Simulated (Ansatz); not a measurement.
Ansatz (a program for electronic structure) input (CCSD(T)/STO-3G):

Ansatz 0.2 input:
```yaml
crystal:
  periodic: [false, false, false]
  atoms:
    - {symbol: C, position_ang: [0.05579033, 1.15754012, 0.28323632]}
    - {symbol: C, position_ang: [0.06380645, -1.16293543, 0.25834942]}
    - {symbol: C, position_ang: [0.76494387, 0.00613078, -0.32524909]}
    - {symbol: C, position_ang: [-0.67692040, 0.00170417, -0.37693512]}
    - {symbol: H, position_ang: [0.02306974, 1.28115780, 1.36609250]}
    - {symbol: H, position_ang: [0.06246247, 2.08444980, -0.27861575]}
    - {symbol: H, position_ang: [0.03202083, -1.30997191, 1.33830284]}
    - {symbol: H, position_ang: [0.07684004, -2.07751359, -0.32325246]}
    - {symbol: H, position_ang: [-1.44011468, 0.00724010, -1.13893632]}
basis:
  gaussian:
    orbitals: STO-3G
magnetization: {spin_polarized: true, initial_magnetization: 1}
correlation: {method: ccsd_t, electrons: outside_noble_gas}
```

End of the output:

```
second order -5.49210992 eV of doubles, -0.00000000 eV of singles
coupled cluster: 0.06 GiB planned
cycle   1  -6.49904613 eV  change    -1.0e0 eV  update   7.5e-2
cycle   2  -6.95609488 eV  change   -4.6e-1 eV  update   3.1e-2
cycle   3  -7.01071209 eV  change   -5.5e-2 eV  update   1.0e-2
cycle   4  -7.01391291 eV  change   -3.2e-3 eV  update   4.7e-3
cycle   5  -7.01433542 eV  change   -4.2e-4 eV  update   2.3e-3
cycle   6  -7.01426925 eV  change    6.6e-5 eV  update   1.0e-3
cycle   7  -7.01446555 eV  change   -2.0e-4 eV  update   4.0e-4
cycle   8  -7.01462640 eV  change   -1.6e-4 eV  update   2.1e-4
cycle   9  -7.01455333 eV  change    7.3e-5 eV  update   7.8e-5
cycle  10  -7.01454861 eV  change    4.7e-6 eV  update   3.2e-5
cycle  11  -7.01454908 eV  change   -4.7e-7 eV  update   1.5e-5
perturbative correction -0.08929066 eV, -0.0032813713 hartree
Total energy: -4152.43341802 eV, -152.5991134917 hartree
```

It need not be the lowest isomer of its formula.
